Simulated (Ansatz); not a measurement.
# SiNH (singlet): the correlation ladder at distance Si1–H3 = 2.424 Å, 6-31G

Aim: climb from Hartree-Fock through coupled cluster and multireference methods for SiNH (singlet) at one geometry and basis, and see what each rung misses.

The runs use Ansatz 0.2.0, Gaussian basis; 6-31G, core rule «outside noble gas», up to 6 orbitals frozen.

The runs, in order: UHF; CCSD(T) on RHF; CCSD(T) on UHF; BCCD(T) on RHF; CISD; CCSDT(Q) on RHF; CCSDT(Q) on UHF; CISDTQ; CCSDTQ on RHF; CASSCF and MRCISD+Q, 2 electrons in 2 orbitals; CASSCF and NEVPT2, 2 electrons in 2 orbitals; CASSCF and MRCISD+Q, 10 electrons in 9 orbitals; CASSCF and NEVPT2, 10 electrons in 9 orbitals; Full CI.

19 further runs of the same task are left out: 2 for a known fault of the program, 10 that didn't finish, 7 set aside as unsound or not needed.

### Step 1. What is computed

The geometry derives from a PBE0/def2-TZVP stationary point (not a proven minimum). One bond is set to the value named and the two fragments are kept rigid.

3 atoms, charge 0, spin multiplicity 1.

Atoms are counted from 1 here; the program's logs count them from 0.

Bond lengths: Si1–N2 1.557 Å.

### Step 2. UHF

File in.yaml:

```yaml
crystal:
  periodic: [false, false, false]
  atoms:
    - {symbol: Si, position_ang: [0.000000, 0.000000, -0.289022]}
    - {symbol: N, position_ang: [0.000000, 0.000000, -1.845957]}
    - {symbol: H, position_ang: [0.000000, 0.000000, 2.134978]}
basis:
  gaussian: {orbitals: 6-31G}
magnetization: {spin_polarized: true, initial_magnetization: 0}
hamiltonian: {xc: hf}
output: {orbitals: {seedname: orbitals}}
```

Command:

```
$ ansatz run in.yaml --threads 1 --pin off --events-out ev --progress --plain --max-ram 2393MiB
```

The runs that follow: CCSD(T) on RHF; CCSD(T) on UHF; BCCD(T) on RHF; CISD; CCSDT(Q) on RHF; CCSDT(Q) on UHF; CISDTQ; CCSDTQ on RHF; CASSCF and MRCISD+Q, 2 electrons in 2 orbitals; CASSCF and NEVPT2, 2 electrons in 2 orbitals; CASSCF and MRCISD+Q, 10 electrons in 9 orbitals; CASSCF and NEVPT2, 10 electrons in 9 orbitals; Full CI.

Q: Predict the results of all the runs planned. Wanted: FCI below the RHF energy; RMP2 from FCI; UMP2 from FCI; RCCSD from FCI; RCCSD(T) from FCI; UCCSD(T) from FCI; RCCSDT(Q) from FCI; UCCSDT(Q) from FCI; NEVPT2 pair from FCI.

The runs gave:

| quantity | value |
| --- | --- |
| FCI below the RHF energy | -7.7596 eV |
| RMP2 from FCI | +476.2 meV |
| UMP2 from FCI | +1909.3 meV |
| RCCSD from FCI | +690.7 meV |
| RCCSD(T) from FCI | +61.1 meV |
| UCCSD(T) from FCI | +409.1 meV |
| RCCSDT(Q) from FCI | -26.8 meV |
| UCCSDT(Q) from FCI | -16.3 meV |
| NEVPT2 pair from FCI | +667.9 meV |
| MRCISD+Q pair from FCI | +334.7 meV |
| NEVPT2 valence from FCI | +377.0 meV |
| levels within 1 kcal/mol (43 meV) | BCCD(T), RCCSDT(Q), UCCSDT(Q), RCCSDTQ, MRCISD+Q valence |
| T1 diagnostic | 0.046 |
| effectively unpaired electrons | 0.93 |

What this shows: RCCSD(T) misses by +61.1 meV, 0.8 % of the correlation energy. CCSD(T) misses by +61.1 meV on the restricted determinant and by +409.1 meV on the unrestricted one; the two need not hold the same state or core. RCCSDT(Q), UCCSDT(Q) fall below full CI: unrestricted runs freeze a spin-polarised core, another one than full CI's, and coupled cluster isn't variational. With 0.9 effectively unpaired electrons against 0 the state is strongly multireference. Coupled cluster on one determinant still stays close here. Of the multireference levels listed MRCISD+Q valence comes nearest in total energy (+26.1 meV), which doesn't show that its space is the better one. These misses are within one basis, not against nature.
